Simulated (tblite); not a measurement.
C6H13 (doublet state).
SMILES with atom numbers: `[CH2:1][C@@H:2]([CH3:3])[CH:4]([CH3:5])[CH3:6]` (hydrogens: H7, H8 on C1; H9 on C2; H10, H11, H12 on C3; H13 on C4; H14, H15, H16 on C5; H17, H18, H19 on C6)

Structure used (GFN2-xTB), in Å, numbered top down from 1:
```
atom  x, y, z in Å
C1    -1.3722    1.4086   -0.3553
C2    -0.8240    0.1494    0.1825
C3    -1.6570   -1.0359   -0.3340
C4     0.6703   -0.0135   -0.2176
C5     1.2813   -1.2874    0.3584
C6     1.4658    1.2003    0.2595
H7    -1.6313    2.2310    0.2807
H8    -1.5028    1.5200   -1.4150
H9    -0.8751    0.1665    1.2763
H10   -2.7104   -0.8642   -0.1244
H11   -1.3617   -1.9614    0.1515
H12   -1.5338   -1.1441   -1.4092
H13    0.7220   -0.0567   -1.3109
H14    0.8400   -2.1779   -0.0801
H15    1.1410   -1.3229    1.4371
H16    2.3501   -1.3086    0.1540
H17    1.0530    2.1137   -0.1628
H18    1.4271    1.2760    1.3443
H19    2.5077    1.1164   -0.0423
```

Computed values, GFN2-xTB/tblite, gas phase, harmonic and unscaled. Against measured fundamentals such values can be off by several per cent, at times by over 20. One conformer, not necessarily the lowest. Open shells enter through the occupations alone, without spin polarisation, and single modes of such species can be off by tens of per cent.

Harmonic wavenumbers (cm⁻¹): 61.5, 97.2, 187.9, 199.4, 228.8, 262.2, 336.6, 358.3, 379.6, 406.4, 501.8, 505.8, 800.2, 916.0, 940.3, 944.6, 976.1, 981.3, 1002.9, 1077.9, 1141.6, 1165.7, 1173.0, 1182.2, 1267.9, 1306.7, 1317.7, 1327.4, 1395.8, 1403.1, 1407.7, 1418.1, 1491.3, 1493.5, 1498.5, 1501.8, 1506.6, 1520.1, 2927.9, 2935.5, 3021.6, 3024.7, 3027.6, 3030.7, 3031.4, 3034.3, 3035.4, 3044.8, 3050.6, 3130.5, 3175.0.

A = 4356, B = 3028, C = 1969 MHz; mass 85.102 u (most abundant isotopes); point group C1, symmetry number 1; spin multiplicity 2.

**Question.** Zero-point energy?

**Answer.** ½Σν̃ = 37577 cm⁻¹ = 107.44 kcal/mol.

**Question.** Give the ideal-gas entropy at 350 K and 1 bar in the rigid-rotor, harmonic-oscillator model (classical rotation).

**Answer.** Translation 40.06, rotation 27.40, vibration 27.32, spin (R ln 2) 1.38: S = 96.2 cal/(mol K).

**Question.** And Cp and H(350 K) − H(0)?

**Answer.** Cp = 38.19 cal/(mol K), of which vibrations give 30.24 (their classical limit is 51 R = 101.3); H(350 K) − H(0) = 8.01 kcal/mol without the zero-point energy, 5.23 from vibrations.

**Question.** Which modes carry the vibrational entropy at 350 K?

**Answer.** 61.5 cm⁻¹: 4.73; 97.2 cm⁻¹: 3.82; 187.9 cm⁻¹: 2.55; 199.4 cm⁻¹: 2.44; 228.8 cm⁻¹: 2.18; 262.2 cm⁻¹: 1.93 cal/(mol K); the other 45 give 9.67 together.

**Question.** What must be added to the electronic energy to get the Gibbs energy at 350 K and 1 bar?

**Answer.** ZPE + [H(350 K) − H(0)] − T·S = 107.44 + 8.01 − 33.65 = 81.80 kcal/mol.

**Question.** Blend soft modes into free rotors: weight 1/[1 + (100 cm⁻¹/ν̃)⁴] for the oscillator and the rest for a rotor with moment μB/(μ + B), μ = h/(8π²ν), B = 10⁻⁴⁴ kg m². What vibrational entropy results?

**Answer.** 25.83 cal/(mol K) in place of 27.32, which changes −T·S at 350 K by +0.52 kcal/mol.

**Question.** How do the functions run with temperature in this model?

**Answer.** 
| T (K) | S (cal/(mol K)) | Cp (cal/(mol K)) | H − H(0) (kcal/mol) | G − H(0) (kcal/mol) | ln q(vib) |
| --- | --- | --- | --- | --- | --- |
| 100 | 64.5 | 16.5 | 1.15 | -5.30 | 1.03 |
| 200 | 78.8 | 25.4 | 3.27 | -12.49 | 3.03 |
| 300 | 90.6 | 33.7 | 6.21 | -20.97 | 5.16 |
| 500 | 111.9 | 50.8 | 14.71 | -41.26 | 9.46 |
| 800 | 140.1 | 69.1 | 32.91 | -79.19 | 15.87 |
| 1000 | 156.5 | 77.6 | 47.62 | -108.88 | 19.95 |

q(vib) and H(0) count from the zero-point level.

Hindered rotation and anharmonicity are outside this model. Other conformers, if any are populated, would add a mixing term that is left out. The structure is chiral; the term R ln 2 for an equal mix with its mirror image is left out.
